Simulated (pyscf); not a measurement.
Structures and frequencies: ωB97X-D3(BJ)/def2-SVP in PySCF.

Task: Estimate by transition-state theory (the high-pressure limit) the rate constant of H₃C–Ga(CH₃)–OH → CH₄ + H₃C–Ga=O (singlet surface; C–Ga, H–O broken, C–H formed) at 600 K, with ωB97M-D3(BJ)/def2-TZVP energies (ideal gas, 1 atm, RRHO with modes under 100 cm⁻¹ raised to 100, one conformer, R ln 2 for chiral ones without a mode under 150 cm⁻¹; no tunnelling).

Result: The electronic barrier is 68.3 kcal/mol and the thermal terms add -2.2, so ΔG‡ = 66.2 kcal/mol. With k_BT/h = 1.25e+13 s⁻¹ and RT = 1.192 kcal/mol, k = 9.9e-12 s⁻¹, a half-life of 7.0e+10 s through this channel alone. Wigner's tunnelling factor for 1684i cm⁻¹ would be 1.68, likely too low at so high a frequency. A shift of 1 kcal/mol in the barrier changes k by a factor 2.3. At the saddle there is also a short Ga–H contact that neither side keeps. This is the saddle that the search found; another between the same sides may lie lower. Elements up to Kr have no core potential and no relativistic terms here.
